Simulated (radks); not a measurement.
# Mg³⁺ in [He] 2s2 2p5: an all-electron calculation

An exercise on one series of results from a longer session: the logs are not shown, and one member is left open.

Program: radks (a radial shooting solver on a logarithmic mesh, Libxc functionals) version 1. Level of theory: non-relativistic Kohn-Sham, r2SCAN, spin-polarised, spherical densities, point nucleus; open shells are filled with parallel spins first. These are calculated values, not measurements, unless marked.

### Starting point

```
element       : magnesium (Z = 12)
charge        : +3
electrons     : 9
configuration : [He] 2s2 2p5
```

The outer shells:

Mg³⁺
```
[He] core
2s [↑↓]
2p [↑↓][↑↓][↑ ]
```

Set-up of the first run:

The run's settings:

```text
Z 12
configuration [He] 2s2 2p5 3s0 3p0 3d0
relativity non-relativistic
functional r2scan,r2scan
spin polarised
nucleus point
```

On the command line:

```bash
python run_ks.py task.json out
```

All runs below come from this command, one after another.

One table of the session follows, with a row left open; its other results are not shown here.

It belongs to the step «Orbitals and density». Radial moments (bohr):

| level | <r> | outermost maximum (interpolated) | 90 % within |
| --- | --- | --- | --- |
| 1s up | 0.1309 | 0.0854 | 0.234 |
| 1s down | 0.1307 | 0.0854 | 0.233 |
| 2s up | 0.6687 | 0.537 | 1.05 |
| 2s down | ? | ? | ? |
| 2p up | 0.6367 | 0.464 | 1.07 |
| 2p down | 0.6459 | 0.469 | 1.08 |

**Question.** Estimate the row for 2s down.

The run gave: <r>: 0.6741; outermost maximum (interpolated): 0.540; 90 % within: 1.06. In the column «<r>» it is the highest.

Caveats from the session: Open shells are spherical and high-spin; term and fine-structure splittings are not resolved.
